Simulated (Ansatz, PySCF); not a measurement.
Bond stretch in CH5N, SMILES CN. The C1–N5 bond (C1 also carries H, H, H; N5 carries H, H) is pulled apart rigidly from the PBE0/def2-TZVP optimised geometry.

UHF/def2-TZVP (PySCF); RHF/def2-TZVP (PySCF); UKS-BHandHLYP = unrestricted BHandHLYP/def2-TZVP (PySCF); RKS-BHandHLYP = restricted BHandHLYP/def2-TZVP (PySCF 2.14.0); UKS-BLYP = unrestricted BLYP/def2-TZVP in PySCF; RKS-BLYP = PySCF 2.14.0 with restricted BLYP/def2-TZVP; UKS-PBE = unrestricted PBE/def2-TZVP in Ansatz (an electronic-structure program); RKS-PBE = restricted PBE/def2-TZVP in Ansatz; UKS-B3LYP/6-31G* = unrestricted B3LYP/6-31G*, spherical d run with PySCF 2.14.0; RKS-B3LYP/6-31G* = restricted B3LYP/6-31G*, spherical d (PySCF); UKS-B3LYP/LANL2DZ = unrestricted B3LYP/LANL2DZ (PySCF 2.14.0); RKS-B3LYP/LANL2DZ = restricted B3LYP/LANL2DZ (PySCF).

Scanned distances (Å): 1.17, 1.25, 1.32, 1.36, 1.40, 1.45, 1.50, 1.55, 1.59, 1.69, 1.80, 1.97, 2.18, 2.42, 2.64, 2.90, 3.18, 3.53, 3.90, 4.40.

Q: Where does the unrestricted solution first break spin symmetry (<S²> of 0.01 or more)?

A: UHF: between 1.80 and 1.97 Å; UKS-BHandHLYP: between 1.97 and 2.18 Å; UKS-BLYP: between 2.18 and 2.42 Å; UKS-PBE: between 2.18 and 2.42 Å; UKS-B3LYP/6-31G*: between 2.18 and 2.42 Å; UKS-B3LYP/LANL2DZ: between 2.18 and 2.42 Å.

```csv
R / Å,<S²> UHF,E(RHF) − E(UHF) / mEh,<S²> UKS-BHandHLYP,E(RKS-BHandHLYP) − E(UKS-BHandHLYP) / mEh,<S²> UKS-BLYP,E(RKS-BLYP) − E(UKS-BLYP) / mEh,<S²> UKS-PBE,E(RKS-PBE) − E(UKS-PBE) / mEh,<S²> UKS-B3LYP/6-31G*,E(RKS-B3LYP/6-31G*) − E(UKS-B3LYP/6-31G*) / mEh,<S²> UKS-B3LYP/LANL2DZ,E(RKS-B3LYP/LANL2DZ) − E(UKS-B3LYP/LANL2DZ) / mEh
1.17,0.00,0.0,0.00,0.0,0.00,0.0,0.00,0.0,0.00,0.0,0.00,0.0
1.25,0.00,0.0,0.00,0.0,0.00,0.0,0.00,0.0,0.00,0.0,0.00,0.0
1.32,0.00,0.0,0.00,0.0,0.00,0.0,0.00,0.0,0.00,0.0,0.00,0.0
1.36,0.00,0.0,0.00,0.0,0.00,0.0,0.00,0.0,0.00,0.0,0.00,0.0
1.40,0.00,0.0,0.00,0.0,0.00,0.0,0.00,0.0,0.00,0.0,0.00,0.0
1.45,0.00,0.0,0.00,0.0,0.00,0.0,0.00,0.0,0.00,0.0,0.00,0.0
1.50,0.00,0.0,0.00,0.0,0.00,0.0,0.00,0.0,0.00,0.0,0.00,0.0
1.55,0.00,0.0,0.00,0.0,0.00,0.0,0.00,0.0,0.00,0.0,0.00,0.0
1.59,0.00,0.0,0.00,0.0,0.00,0.0,0.00,0.0,0.00,0.0,0.00,0.0
1.69,0.00,0.0,0.00,0.0,0.00,0.0,0.00,0.0,0.00,0.0,0.00,0.0
1.80,0.00,0.0,0.00,0.0,0.00,0.0,0.00,0.0,0.00,0.0,0.00,0.0
1.97,0.16,0.9,0.00,0.0,0.00,0.0,0.00,0.0,0.00,0.0,0.00,0.0
2.18,0.65,22.3,0.20,1.1,0.00,0.0,0.00,0.0,0.00,0.0,0.00,0.0
2.42,0.87,58.8,0.67,17.4,0.03,0.0,0.06,0.0,0.43,4.5,0.37,3.0
2.64,0.95,90.9,0.85,38.0,0.46,3.8,0.51,4.8,0.72,17.0,0.69,14.2
2.90,0.99,122.7,0.94,60.5,0.73,12.2,0.77,14.4,0.88,32.9,0.86,29.5
3.18,1.01,149.8,0.98,80.0,0.87,21.1,0.89,24.2,0.95,47.5,0.94,43.7
3.53,1.01,175.5,1.00,98.2,0.95,30.0,0.96,33.7,0.99,61.4,0.98,56.9
3.90,1.02,195.3,1.00,111.6,0.98,36.4,0.99,40.4,1.00,71.8,1.00,66.4
4.40,1.02,214.4,1.01,123.6,1.00,41.6,1.00,45.8,1.00,80.6,1.00,74.6
```
